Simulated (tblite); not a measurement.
# H6O2Si: the cost of one run

Computed with tblite 0.8.0 and PySCF 2.14.0; each step states its level. No surroundings beyond the atoms listed, unless a continuum is named. Atoms count from 0, parts from 1.

## (1) Starting point

9 atoms, charge 0, multiplicity 1; geometry: rigid parts in contact. Parts: 1 = atoms 0–5, `O[SiH3]`, charge 0; 2 = atoms 6–8, `O`, charge 0.

## (2) Docking the parts with GFN2-xTB

What the job is given:

```
{"job": {"kind": "dock", "xc": "GFN2-xTB", "basis": "xTB"}, "charge": 0, "multiplicity": 1, "parts": [{"atoms": "0-5", "charge": 0, "multiplicity": 1}, {"atoms": "6-8", "charge": 0, "multiplicity": 1}]}
O      0.302100    -0.806962    -0.866433
Si    -0.004608     0.375423     0.204992
H     -0.071152    -1.679553    -0.784080
H      0.440918    -0.021452     1.542448
H      0.772866     1.471536    -0.347865
H     -1.440124     0.661007     0.250937
O     -0.248899    -3.407032    -1.637931
H     -1.109226    -3.518571    -1.228683
H     -0.232693    -3.961224    -2.420681
```

With the program's defaults for keys left out, this is: GFN2-xTB search for minima from random contacts, gas phase.

Run with:

```
OMP_NUM_THREADS=1 python cluster_run.py task.json out
```

This one command runs all jobs of the session in turn.

**Question.** How long does this first job take on 1 thread of Arm Neoverse V2, shared host?

About 3.4 s.
